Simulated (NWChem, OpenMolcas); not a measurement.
CHClF2: a line through the functionals

CHClF2: 5 atoms, total charge 0, spin state singlet. SMILES: `FC(F)Cl`. The shape is that of a PBE0-D4/def2-TZVP optimisation.

The dipole moment y, in D, basis 6-311+G(d,p); a is the functional's share of exact exchange. Programs: NWChem 7.3.0, OpenMolcas 26.06.

```
functional     program     a  y (D)
      BLYP      NWChem     0   1.47
       PBE      NWChem     0   1.45
     B3LYP  OpenMolcas   0.2   1.55
      PBE0  OpenMolcas  0.25      ?
     BHLYP  OpenMolcas   0.5   1.65
```

Problem. Fit y = c + s·a to the known rows and predict PBE0.

Solution. 
1. Means of the 4 rows: a = 0.1750, y = 1.530.
2. Σ(Δa)² = 0.1675, Σ(Δa·Δy) = 0.064, so the slope is 0.064/0.1675 = 0.38209.
3. Intercept: 1.530 − (0.38209) × 0.1750 = 1.463. The largest residual of the fit is 0.013.
4. PBE0: 1.463 + (0.38209) × 0.25 = 1.56 D.

The run gave 1.55 D, so the prediction is off by +0.01 D, at the rounding of the table. More exact exchange makes the molecule more polar here.
